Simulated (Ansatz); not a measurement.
# Reading a saddle point

A first-order saddle point of BSiH5S, closed shell, PBE0-D4/def2-TZVP, with one imaginary mode of 1140i cm⁻¹:

```
8
angstrom
B -1.0587 0.0683 -0.5503
Si 0.8056 -0.2723 0.5109
S -1.5421 1.4966 -1.3841
H -0.1556 0.9963 -0.4909
H -1.5489 -1.0063 -0.3452
H 0.3213 -0.6079 1.8717
H 1.8425 0.7912 0.5789
H 1.3359 -1.4660 -0.1909
```

Ansatz 0.2.0; basis: def2-TZVPP and def2-QZVPP; cores frozen in the correlated methods. Extrapolation: Hartree–Fock as exp(−7.88 √X), correlation as X^−2.97.

Question: Which contacts change along the imaginary mode, and what lies on either side? (A judgement: the text doesn't fix the answer.)

Answer: By the calculation: The step is BSiH₅S ([SiH3][BH][SH]) → BHS ([BH][S]) + SiH₄, with the molecules in contact on both sides. Shortening one way: Si2–H4; lengthening the same way: B1–Si2, S3–H4.
```json
{"pair": "Si2–H4", "one side (Å)": "3.14", "saddle (Å)": "1.88", "other side (Å)": "1.48"}
{"pair": "B1–Si2", "one side (Å)": "2.00", "saddle (Å)": "2.17", "other side (Å)": "3.74"}
{"pair": "S3–H4", "one side (Å)": "1.35", "saddle (Å)": "1.72", "other side (Å)": "3.66"}
```

Question: Which side is lower, and how far does the saddle lie above each? (An estimate is asked for; the value comes from the calculation.)

Answer: The calculation gives: The side with B1–Si2, S3–H4 short is lower by 8.93 kcal/mol; the saddle lies 46.86 kcal/mol above it and 37.93 kcal/mol above the other (CCSD(T) at an estimated basis limit (MP2 extrapolated from triple and quadruple zeta, plus CCSD(T) − MP2 in triple zeta); electronic energies).

No T1 diagnostic of these runs exceeds 0.021.

Labels in which every atom is bracketed show which atoms are joined, not bond orders.

For scale, one of the runs: CCSD(T)/def2-TZVPP, 185 basis functions, launched by `ansatz run in.yaml --threads 2 --pin off --events-out ev --progress --plain --max-ram 4352MiB`. Time: 18 s of wall clock on 2 CPU threads of an AMD EPYC 9R14; the host was shared. Peak host memory: 1.7 GiB.
